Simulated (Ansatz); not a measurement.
Start from `C/N=C(/O)C=O` and change one atom or group to get `C/N=C(/O)F`.

Ansatz, PBE0-D4/def2-TZVP geometries, multiplicity 1. Each molecule was computed in one conformer, which needn't be the lowest.

```csv
property,`C/N=C(/O)C=O`
LUMO energy (PBE0/def2-TZVPP) / eV,-2.26
HOMO–LUMO gap (ωB97M-V/def2-TZVPP) / eV,9.70
HOMO energy (PBE0/def2-TZVPP) / eV,-7.32
LUMO energy (PBE/def2-TZVPP) / eV,-3.28
size of the dipole moment (B3LYP/def2-TZVPP) / D,1.21
LUMO energy (B3LYP/def2-TZVPP) / eV,-2.51
```

Question: Give the same properties after the change, and the shifts. (An estimate is asked.)

Answer: The calculation gave: 
| property | `C/N=C(/O)F` | shift |
| --- | --- | --- |
| LUMO energy (PBE0/def2-TZVPP) / eV | 1.00 | 3.26 |
| HOMO–LUMO gap (ωB97M-V/def2-TZVPP) / eV | 12.63 | 2.93 |
| HOMO energy (PBE0/def2-TZVPP) / eV | -7.88 | -0.56 |
| LUMO energy (PBE/def2-TZVPP) / eV | -0.06 | 3.22 |
| size of the dipole moment (B3LYP/def2-TZVPP) / D | 0.94 | -0.27 |
| LUMO energy (B3LYP/def2-TZVPP) / eV | 0.58 | 3.09 |

With PBE0 the HOMO falls by 0.56 eV and the LUMO rises by 3.26 eV, so the gap widens by about 3.82 eV. PBE moves the HOMO by -0.68 eV and ωB97M-V by -0.49 eV. Dipoles are sizes alone; their direction can turn.

B3LYP here is the variant with VWN-RPA as its local correlation; programs differ in this.
